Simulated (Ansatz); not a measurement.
Mg3H3⁻. The state is a triplet with charge -1. Geometry PBE-D4/def2-TZVP, that of the neutral doublet.

```xyz
6

Mg   -1.246   -1.378    0.086
Mg    0.162    1.030    0.350
Mg    1.268   -1.890   -1.486
H    -1.190    0.323   -0.773
H     1.064    2.485    0.482
H    -0.057   -0.570    1.339
```

At PBE-D4/def2-TZVPD, r2SCAN-D4/def2-TZVPD, PBE0-D4/def2-TZVPD the highest occupied level of the charge -1 triplet lies above zero (up to 0.95 eV). By energy differences its removal costs 0.90 eV (vertical, to the charge 0 doublet, at PBE-D4/def2-TZVPD); a positive level beside a positive removal energy at the same level points to self-interaction error. At PBE0-D4/def2-TZVPD a singlet of charge -1 lies 0.41 eV below the triplet at the same geometry. The structure comes from a short search, and lower isomers may exist.

(1) Estimate the α-spin orbital energies around the gap (eV) in Ansatz with PBE-D4/def2-TZVPD, r2SCAN-D4/def2-TZVPD, PBE0-D4/def2-TZVPD.

Answers

(1) 
| orbital | PBE-D4/def2-TZVPD | r2SCAN-D4/def2-TZVPD | PBE0-D4/def2-TZVPD |
| --- | --- | --- | --- |
| HOMO−5 | -5.13 | -5.52 | -6.59 |
| HOMO−4 | -2.81 | -3.05 | -4.02 |
| HOMO−3 | -2.59 | -2.87 | -3.74 |
| HOMO−2 | -1.50 | -1.60 | -2.34 |
| HOMO−1 | -0.36 | -0.52 | -1.02 |
| HOMO | 0.95 | 0.80 | 0.44 |
| LUMO | 1.56 | 1.68 | 2.03 |
| LUMO+1 | 1.80 | 1.98 | 2.30 |
| LUMO+2 | 2.24 | 2.55 | 2.62 |
| LUMO+3 | 2.47 | 2.73 | 2.92 |
| LUMO+4 | 2.53 | 2.99 | 2.92 |
| LUMO+5 | 2.87 | 3.27 | 3.25 |
| β HOMO | -1.11 | -1.16 | -1.77 |
| β LUMO | 0.70 | 1.04 | 1.34 |
